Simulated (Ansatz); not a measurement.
## Which is lower?

The two ends of one reaction step of AlNH6, closed shell (PBE0-D4/def2-TZVP).

A:

```xyz
8
angstrom
Al -0.0787 -0.8945 0.5830
N 0.0727 0.8277 -0.5393
H -1.0352 -1.7466 -0.3808
H -0.7277 -0.2786 1.9132
H 0.6625 1.5124 -0.0776
H 1.4704 -1.3035 0.6368
H 0.4751 0.6341 -1.4506
H -0.8389 1.2491 -0.6845
```

B:

Al1  (-0.640, -0.512, 0.217)
N2  (-0.615, 0.960, -0.765)
H3  (-0.467, -1.901, -0.523)
H4  (-0.921, -0.365, 1.768)
H5  (1.938, -0.216, 0.529)
H6  (1.929, -0.841, 0.944)
H7  (-0.477, 0.984, -1.762)
H8  (-0.746, 1.892, -0.408)
(Å)

Program: Ansatz 0.2.0. Basis: def2-TZVPP. Cores are frozen in the correlated methods. B3LYP uses VWN-RPA correlation.

(1) Which structure is lower at CCSD(T), and by how much? (An estimate is asked for; the value comes from the calculation.)

No T1 diagnostic of these runs exceeds 0.011.

Answers

(1) The calculation gives: A, by 43.0 kJ/mol (electronic energy, against the other). By their contacts, A is AlNH₆ ([NH3][AlH3]) and B is a complex of AlNH₄ ([NH2][AlH2]) + H₂.

All methods give the same order:

```json
{"method": "SPW92", "E(B) − E(A) (kJ/mol)": "53.7"}
{"method": "PBE-D4", "E(B) − E(A) (kJ/mol)": "40.2"}
{"method": "BLYP-D4", "E(B) − E(A) (kJ/mol)": "29.2"}
{"method": "r2SCAN-D4", "E(B) − E(A) (kJ/mol)": "42.2"}
{"method": "B97M-V", "E(B) − E(A) (kJ/mol)": "55.7"}
{"method": "PBE0-D4", "E(B) − E(A) (kJ/mol)": "48.2"}
{"method": "B3LYP-D4", "E(B) − E(A) (kJ/mol)": "37.0"}
{"method": "r2SCAN0-D4", "E(B) − E(A) (kJ/mol)": "47.4"}
{"method": "BHLYP-D4", "E(B) − E(A) (kJ/mol)": "45.6"}
{"method": "CAM-B3LYP-D4", "E(B) − E(A) (kJ/mol)": "42.0"}
{"method": "wB97X-V", "E(B) − E(A) (kJ/mol)": "45.0"}
{"method": "wB97M-V", "E(B) − E(A) (kJ/mol)": "40.7"}
{"method": "B2PLYP", "E(B) − E(A) (kJ/mol)": "37.3"}
{"method": "PBE-QIDH", "E(B) − E(A) (kJ/mol)": "48.5"}
{"method": "RPA on PBE", "E(B) − E(A) (kJ/mol)": "42.1"}
{"method": "HF", "E(B) − E(A) (kJ/mol)": "50.8"}
{"method": "MP2", "E(B) − E(A) (kJ/mol)": "36.5"}
{"method": "CCSD", "E(B) − E(A) (kJ/mol)": "44.8"}
{"method": "CCSD(T)", "E(B) − E(A) (kJ/mol)": "43.0"}
```

Labels in which every atom is bracketed show which atoms are joined, not bond orders.

For scale, one of the runs: CCSD(T)/def2-TZVPP, 157 basis functions, launched by `ansatz run in.yaml --threads 2 --pin off --events-out ev --progress --plain --max-ram 4352MiB`. Hardware: 2 CPU threads of an Arm Neoverse V1, shared host. Wall time 10 s; peak host memory 1 GiB.
